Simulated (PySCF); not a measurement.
Compound: CH3N.
SMILES: `C=N`

A linear-response calculation (PySCF, def2-SVPD basis, gas phase, vertical, core orbitals frozen in the response) gave these numbers; the functional is withheld.

Orbital energies (eV): HOMO-3 -15.73, HOMO-2 -13.66, HOMO-1 -11.08, HOMO -9.28, LUMO 0.65, LUMO+1 1.54, LUMO+2 2.61.

| state | E (eV) | f | main configurations (H = HOMO, L = LUMO) |
| --- | --- | --- | --- |
| S1 | 5.14 | 0.0022 | H→L (99%) |
| S2 | 7.39 | 0.0036 | H→L+1 (89%), H→L+2 (10%) |
| S3 | 8.45 | 0.077 | H→L+2 (87%), H→L+1 (9%) |
| S4 | 8.79 | 0.237 | H-1→L (91%) |
| S5 | 9.03 | 0.047 | H-1→L+1 (89%), H-1→L+2 (8%) |
| S6 | 9.30 | 0.0004 | H-2→L (96%) |

Triplets (Tamm–Dancoff): T1 4.26 eV, H→L (98%); T2 5.10 eV, H-1→L (97%); T3 7.03 eV, H→L+1 (78%), H→L+2 (18%); T4 8.14 eV, H→L+2 (77%), H→L+1 (18%).

Vertical ionisation energy by ΔSCF with the same functional: 10.67 eV. Mean static polarisability: 21.9 au.

Question: Name the functional.
A. B3LYP
B. HF
C. PBE
D. CAM-B3LYP

Answer: D. CAM-B3LYP is range-separated, 19% exact exchange at short range and 65% at long range (ω = 0.33 bohr⁻¹). In this run −ε(HOMO) = 9.28 eV differs from the ΔSCF value by -1.39 eV, and S1 differs from the orbital gap of 9.93 eV by -4.79 eV. The ratio −ε(HOMO)/IP is 0.87. Usual ranges for neutral molecules in this basis: 0.85 to 0.93 with CAM-B3LYP, 0.5 to 0.7 with PBE, 0.67 to 0.83 with B3LYP; with Hartree–Fock the ratio is 1 or more (Koopmans' value less the relaxation energy is the ΔSCF value). The other options: PBE, a GGA without exact exchange; HF, time-dependent Hartree–Fock, 100% exact exchange; B3LYP, a global hybrid with 20% exact exchange.

Theory: PySCF 2.14.0, density-fitted response routines, TDDFT CAM-B3LYP/def2-SVPD, vertical, gas phase, core orbitals frozen in the response. Geometry: PBE0-D3(BJ)/def2-SVP; no solvent, vibrations or thermal averaging.

Hardware: one thread, Arm Neoverse N1, shared host. Cost: 5.6 s wall.
